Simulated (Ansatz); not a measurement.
# Relative stability

Two relaxed structures of CH₆AlSi (charge -1), singlet (PBE0-D4/def2-TZVPD; forces vanish, vibrations not checked).

A:

| atom | x (Å) | y (Å) | z (Å) |
| --- | --- | --- | --- |
| C1 | -0.5589 | 1.2376 | -0.9338 |
| Si2 | -0.0603 | -0.5380 | -0.4081 |
| Al3 | 0.9654 | -0.7823 | 1.9328 |
| H4 | 0.3181 | 1.8927 | -0.9094 |
| H5 | -1.2834 | 1.6468 | -0.2221 |
| H6 | -0.9965 | 1.2883 | -1.9357 |
| H7 | 0.8092 | -1.0003 | -1.5653 |
| H8 | 1.1175 | -2.4350 | 1.6611 |
| H9 | -1.3327 | -1.3320 | -0.6518 |

B:

| atom | x (Å) | y (Å) | z (Å) |
| --- | --- | --- | --- |
| C1 | -0.5835 | 1.1791 | -0.9929 |
| Si2 | 0.0287 | -0.6064 | -0.6033 |
| Al3 | 0.5635 | -1.1632 | 1.5935 |
| H4 | 0.2348 | 1.8995 | -1.0834 |
| H5 | -1.2424 | 1.5191 | -0.1882 |
| H6 | -1.1608 | 1.2049 | -1.9229 |
| H7 | 1.1091 | -0.8861 | -1.6251 |
| H8 | 1.3540 | -2.5323 | 1.9657 |
| H9 | -0.3035 | -0.6146 | 2.8566 |

Computed with Ansatz 0.2.0 (basis: def2-TZVPPD); correlated methods freeze the cores. B3LYP uses VWN-RPA correlation.

**Question.** Which structure is lower at CCSD(T), and by how much? (Judge from chemistry; the value comes from the calculation.)

**Answer.** By the calculation: B, by 2.57 kcal/mol (electronic energy, against the other). By their contacts, A is CH₆AlSi ([CH3][SiH2][AlH]), total charge -1 and B is CH₆AlSi ([CH3][SiH][AlH2]), total charge -1.

**Question.** Do the other methods give the same order? (Judge from chemistry; the calculation decides.)

**Answer.** Computed: Not all: HF gives the other order.

```csv
method,E(B) − E(A) (kcal/mol)
PBE-D4,-3.55
r2SCAN-D4,-4.91
PBE0-D4,-2.46
B3LYP-D4,-2.14
wB97M-V,-0.78
HF,2.18
MP2,-4.08
CCSD,-1.11
CCSD(T),-2.57
```

No T1 diagnostic of these runs exceeds 0.017. The restricted Hartree–Fock reference is unstable towards an unrestricted one at one or more of these structures.

Labels in which every atom is bracketed show which atoms are joined, not bond orders.

For scale, one of the runs: CCSD(T)/def2-TZVPPD, 235 basis functions, launched by `ansatz run in.yaml --threads 2 --pin off --events-out ev --progress --plain --max-ram 4352MiB`. Time: 98 s of wall clock on 2 CPU threads of an Arm Neoverse V1; the host was shared. Peak host memory: 3.8 GiB.
